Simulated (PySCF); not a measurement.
**Property card for `OF` (FHO)**

Species: FHO.
Cartesian coordinates in Å at the GFN2-xTB level; atoms count from 1:
```xyz
3
FHO angstrom
O     -0.1922    0.4637   -0.0022
F      1.0275   -0.1925   -0.0116
H     -0.8238   -0.2737    0.0012
```

From GFN2-xTB geometry:

```yaml
Point_group_of_the_GFN2-xTB_geometry: Cs
Rotational_constants_A_B_C_of_the_GFN2-xTB_geometry: 605.787, 28.704, 27.405 GHz
```

**PBE0/pcSseg-1 ground state and GIAO shieldings, non-relativistic (PySCF)**

```yaml
Dipole_moment: 2.05 D
HOMO_energy: -8.96 eV
LUMO_energy: -0.47 eV
HOMO–LUMO_gap: 8.49 eV
Lowest_Hirshfeld_atomic_charge: -0.12 e on O1
Highest_Hirshfeld_atomic_charge: +0.19 e on H3
1H_chemical_shifts_computed_TMS_as_zero_by_class: 9.88 (H3) ppm
Isotropic_shieldings_of_nuclei_other_than_C_and_H_by_class: -48 (O1), 225 (F2) ppm
Mayer_bond_orders_between_heavy_atoms: O1–F2 0.92
```

From B3LYP/pcJ-1 indirect spin-spin coupling, non-relativistic, gas phase (PySCF):

```yaml
Largest_of_the_computed_one-bond_spin–spin_couplings_means_over_like_bonds: 19F–17O -513.6 (F2–O1), 17O–1H -32.8 (O1–H3) Hz
```

Monoisotopic mass from the formula: 36.0011 u.

In atomic units the dipole is 0.81 e·bohr (1 au = 2.5417 D). With B = h/(8π²I), that is 505.379 GHz u Å² over I, the principal moments of inertia are 0.83, 17.6 and 18.4 u Å² (most abundant isotopes). The rotational constants make it an asymmetric top with κ = (2B − A − C)/(A − C) = -1.00, nearer the prolate limit (−1).

